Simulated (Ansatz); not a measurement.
## [BH2···H···BH2], doublet in cc-pVDZ: errors against UCCSDT(Q)

Geometry: a point of a hydrogen-transfer path between rigid fragments, not a stationary point.

```xyz
7

B    -1.5139    0.0000    0.0000
H    -2.1107    1.0336    0.0000
H    -2.1107   -1.0336    0.0000
H    -0.2209    0.0000    0.0000
B     1.5451    0.0000    0.0000
H     2.0541    0.0000    1.0770
H     2.0541    0.0000   -1.0770
```

Basis cc-pVDZ; Ansatz 0.2.0. Only valence electrons are correlated (noble-gas cores frozen), which leaves 11 electrons in 51 orbitals. R marks a restricted (for open shells ROHF) determinant, U an unrestricted one. Active spaces: pair = (3e, 3o) about the gap; frontier = (9e, 9o) about the gap.

Full CI isn't at hand for all of this; UCCSDT(Q) serves as the reference, and is uncertain by about the last step of the cluster series. The frozen core follows each run's orbitals, which can shift R against U totals by a few meV.

For open shells CISD is restricted-active-space CI with the open shells as a complete middle space.

The UHF ⟨S²⟩ is 0.763. The T1 diagnostic (RCCSD) is 0.0163. The largest doubles amplitude (RCCSD) is 0.042 and the T1 diagnostic (UCCSD) is 0.0098.

```json
{"level": "RHF", "E − E(UCCSDT(Q)) (mEh)": "220.45", "share of correlation (%)": "0.00", "wall time": "–"}
{"level": "UHF", "E − E(UCCSDT(Q)) (mEh)": "216.57", "share of correlation (%)": "1.76", "wall time": "–"}
{"level": "RMP2", "E − E(UCCSDT(Q)) (mEh)": "49.43", "share of correlation (%)": "77.58", "wall time": "–"}
{"level": "UMP2", "E − E(UCCSDT(Q)) (mEh)": "49.45", "share of correlation (%)": "77.57", "wall time": "–"}
{"level": "CISD", "E − E(UCCSDT(Q)) (mEh)": "20.28", "share of correlation (%)": "90.80", "wall time": "3.2 s"}
{"level": "RCCSD", "E − E(UCCSDT(Q)) (mEh)": "4.68", "share of correlation (%)": "97.88", "wall time": "–"}
{"level": "UCCSD", "E − E(UCCSDT(Q)) (mEh)": "4.63", "share of correlation (%)": "97.90", "wall time": "–"}
{"level": "RCCSD(T)", "E − E(UCCSDT(Q)) (mEh)": "1.01", "share of correlation (%)": "99.54", "wall time": "9.5 s"}
{"level": "UCCSD(T)", "E − E(UCCSDT(Q)) (mEh)": "1.02", "share of correlation (%)": "99.54", "wall time": "10 s"}
{"level": "BCCD(T)", "E − E(UCCSDT(Q)) (mEh)": "1.02", "share of correlation (%)": "99.54", "wall time": "6 s"}
{"level": "RCCSDT", "E − E(UCCSDT(Q)) (mEh)": "0.11", "share of correlation (%)": "99.95", "wall time": "–"}
{"level": "UCCSDT", "E − E(UCCSDT(Q)) (mEh)": "0.10", "share of correlation (%)": "99.95", "wall time": "–"}
{"level": "RCCSDT(Q)", "E − E(UCCSDT(Q)) (mEh)": "0.01", "share of correlation (%)": "100.00", "wall time": "76 s"}
{"level": "CASSCF (pair space)", "E − E(UCCSDT(Q)) (mEh)": "204.24", "share of correlation (%)": "7.35", "wall time": "–"}
{"level": "NEVPT2 (pair space)", "E − E(UCCSDT(Q)) (mEh)": "49.34", "share of correlation (%)": "77.62", "wall time": "1.5 s"}
{"level": "MRCISD (pair space)", "E − E(UCCSDT(Q)) (mEh)": "18.01", "share of correlation (%)": "91.83", "wall time": "–"}
{"level": "MRCISD+Q (pair space)", "E − E(UCCSDT(Q)) (mEh)": "0.75", "share of correlation (%)": "99.66", "wall time": "1.8 s"}
{"level": "CASSCF (frontier space)", "E − E(UCCSDT(Q)) (mEh)": "159.43", "share of correlation (%)": "27.68", "wall time": "–"}
{"level": "NEVPT2 (frontier space)", "E − E(UCCSDT(Q)) (mEh)": "49.37", "share of correlation (%)": "77.61", "wall time": "15 s"}
```

The correlation energy at UCCSDT(Q), counted from RHF, is -5.999 eV. That run took 65 s on 1 thread of Arm Neoverse V2, shared host.

Times hold each run's SCF and search for its determinant on a shared host, so for small cases they say little of a method's own cost; they ran on 1 thread of Arm Neoverse V2.
